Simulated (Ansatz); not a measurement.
Reaction (SMILES): [C-]#[NH+] (C-NH) → C atom + H atom + N atom
B3LYP-D3(BJ)/def2-TZVP geometries, fixed; electronic energies without zero-point terms.
Largest species:
```xyz
3

C      0.0000     0.0000    -0.7364
N      0.0000     0.0000     0.4276
H      0.0000     0.0000     1.4250
```

Basis-set convergence of the atomisation energy at PBE with Ansatz (a quantum-chemistry and plane-wave program). All functions are spherical. The program fits the integrals of some runs and decomposes those of others, by size. Open shells are unrestricted. No added dispersion term, no relativity. Functions are those of the species that has most. Reference: the value in pcseg-4, 311.42 kcal/mol, itself unsure by roughly 0.09 kcal/mol (its mean distance from aug-pcseg-3, aug-cc-pVQZ, cc-pV5Z). Deviations are taken from unrounded values.

```json
[
 {"basis": "cc-pVDZ", "functions": "33", "atomisation energy (kcal/mol)": "303.77", "minus reference (kcal/mol)": "-7.65"},
 {"basis": "aug-cc-pVDZ", "functions": "55", "atomisation energy (kcal/mol)": "304.17", "minus reference (kcal/mol)": "-7.24"},
 {"basis": "cc-pVTZ", "functions": "74", "atomisation energy (kcal/mol)": "310.78", "minus reference (kcal/mol)": "-0.63"},
 {"basis": "jun-cc-pV(T+d)Z", "functions": "92", "atomisation energy (kcal/mol)": "310.54", "minus reference (kcal/mol)": "-0.88"},
 {"basis": "aug-cc-pVTZ", "functions": "115", "atomisation energy (kcal/mol)": "310.58", "minus reference (kcal/mol)": "-0.84"},
 {"basis": "cc-pVQZ", "functions": "140", "atomisation energy (kcal/mol)": "311.70", "minus reference (kcal/mol)": "0.29"},
 {"basis": "aug-cc-pVQZ", "functions": "206", "atomisation energy (kcal/mol)": "311.55", "minus reference (kcal/mol)": "0.14"},
 {"basis": "cc-pV5Z", "functions": "237", "atomisation energy (kcal/mol)": "311.51", "minus reference (kcal/mol)": "0.10"}
]
```

The smallest set listed that lies within 2 kcal/mol of the reference with all its larger relatives (same family, alike in diffuse functions; a set with none counts only in the reference's own line) is cc-pVTZ (74 functions, -0.63 kcal/mol off).
